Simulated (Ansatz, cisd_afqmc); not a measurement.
Eight cases of ionisation energy with Al to Br (electronic energies, eV), geometries: B3LYP-D3(BJ)/def2-TZVP. Functionals by Ansatz (a program for electronic structure) in def2-TZVPD; columns hold the difference against the high level (Ansatz, AFQMC by cisd_afqmc): A = CCSD(T)/CBS(aug-cc-pV(T+d)Z,aug-cc-pV(Q+d)Z) + [CCSDT(Q) - CCSD(T)]/aug-cc-pV(Q+d)Z + [FCI - CCSDT(Q)]/aug-cc-pV(T+d)Z + core + X2C; B = CCSD(T)/CBS(aug-cc-pVTZ,aug-cc-pVQZ) + [AFQMC/CISD - CCSD(T)]/aug-cc-pVQZ; C = CCSD(T)/CBS(cc-pV(Q+d)Z,cc-pV(5+d)Z) + [CCSDT(Q) - CCSD(T)]/cc-pV(D+d)Z + core + X2C; D = CCSD(T)/CBS(cc-pV(Q+d)Z,cc-pV(5+d)Z) + [CCSDT(Q) - CCSD(T)]/cc-pV(Q+d)Z + [CCSDTQ - CCSDT(Q)]/cc-pV(D+d)Z + core + X2C; E = CCSD(T)/CBS(cc-pV(Q+d)Z,cc-pV(5+d)Z) + [CCSDT(Q) - CCSD(T)]/cc-pV(T+d)Z + [CCSDTQ - CCSDT(Q)]/cc-pV(D+d)Z + core + X2C; F = CCSD(T)/CBS(cc-pV(Q+d)Z,cc-pV(5+d)Z) + [CCSDT(Q) - CCSD(T)]/cc-pV(T+d)Z + core + X2C; G = CCSD(T)/CBS(cc-pV(T+d)Z,cc-pV(Q+d)Z) + [CCSDT(Q) - CCSD(T)]/cc-pV(T+d)Z + core + X2C. The cases were drawn at random from those of this class that have a high level and all functionals, leaving out states under which another spin lies or may lie. Left out are anions, K, Ca, elements past Kr, ionisation of Li, Na and Mg, pi-pi* triplets of linear molecules and other triplets made from a closed-shell parent. Runs that doubt their state, and full CI more than 15 mEh from coupled cluster, are set aside; a case stays where another high level and all functionals remain. AFQMC serves as high level only in triple zeta or larger, with a steady walk, a bar under 0.8 kcal/mol and agreement with other high levels or trials where they ran; where none ran, an unstable determinant or (outside 3d species) a high T1 diagnostic also bars it, so strongly correlated cases are thinned. No case was kept or dropped by the size of a functional's miss. Each difference is the functional minus the high level; affinities count positive where energy is released, gaps as the second state minus the first. UHF or UKS for unpaired electrons; spin-orbit terms are left out. Correlated methods leave the cores frozen (noble-gas shells, and filled d and f shells in the p block). Rows without X2C or -DK are non-relativistic. AFQMC/CISD: phaseless, guided by CISD from CCSD amplitudes; bars are statistical, one sigma. Outlying blocks are dropped, and bars are widened where a walk drifts. Over all cases where full CI ran beside it in this data, AFQMC minus full CI had a median of +0.1 mEh and passed +0.4 mEh in a tenth of the cases. CBS(X,Y): correlation extrapolated as X^-3, Hartree-Fock from the larger set (Q,5: extrapolated as (X+1)exp(-9√X)). A bracket is a step between two methods taken in the basis named. Functionals run without relativity, which enters their misses. '+ core + X2C': CCSD(T) terms for core correlation (cc-pwCVTZ, 1s frozen past Ne) and scalar relativity (cc-pVTZ-DK). Full CI freezes restricted core orbitals, also for open shells; the composite that ends in it estimates full CI at the basis-set limit. Where a partner has so few electrons that a lower coupled-cluster level is exact, that level stands in. The T1 diagnostic of H2OSi (O=[SiH2], singlet) reaches 0.025 in the sets run. The T1 diagnostic of OSi ([O+]#[Si-], singlet) reaches 0.030 in the sets run. The UHF reference of OSi+ (parent SMILES [O+]#[Si-], doublet) is spin-contaminated (<S^2> up to 0.05 over the pure value in the sets run). The determinant of OSi+ (parent SMILES [O+]#[Si-], doublet) is a saddle point of the SCF energy; a lower one exists, which strains HF and MP2. The spin of H2OSi+ (parent SMILES O=[SiH2], doublet) was assumed, and the state is the lowest solution found for it. The spin of H3ClSi+ (parent SMILES [SiH3]Cl, doublet) was assumed, and the state is the lowest solution found for it.

```csv
case,level,value,PBE,CAM-B3LYP,wB97M-V
"CH4S (methanethiol, SMILES SC) → CH4S+ (parent SMILES SC, doublet)",C,9.49,-0.25,-0.12,-0.10
"H2SiO (SMILES O=[SiH2]) → H2SiO+ (parent SMILES O=[SiH2], doublet)",E,10.71,-0.18,-0.19,-0.24
S (triplet) to S+ (quartet),A,10.35,0.08,0.19,0.05
"Cl2 (molecular chlorine, SMILES ClCl) → Cl2+ (parent SMILES ClCl, doublet)",F,11.52,-0.38,-0.07,-0.11
"SiO (oxosilicon, SMILES [O+]#[Si-]) → SiO+ (parent SMILES [O+]#[Si-], doublet)",D,11.58,-0.28,0.00,-0.06
"PH3 (SMILES P) → PH3+ (parent SMILES P, doublet)",D,9.89,-0.12,-0.09,-0.04
Ga (doublet) to Ga+ (singlet),B,5.89 ± 0.01,0.08,0.13,-0.03
"SiH3Cl (chlorosilane, SMILES Cl[SiH3]) → SiH3Cl+ (parent SMILES [SiH3]Cl, doublet)",G,11.49,-0.59,-0.19,-0.17
```

Over these rows, PBE: mean -0.21, mean absolute 0.25, median absolute 0.22, largest -0.59; CAM-B3LYP: mean -0.04, mean absolute 0.12, median absolute 0.13, largest -0.19; wB97M-V: mean -0.09, mean absolute 0.10, median absolute 0.08, largest -0.24 eV. PBE lies above in 2 and below in 6 of the eight.
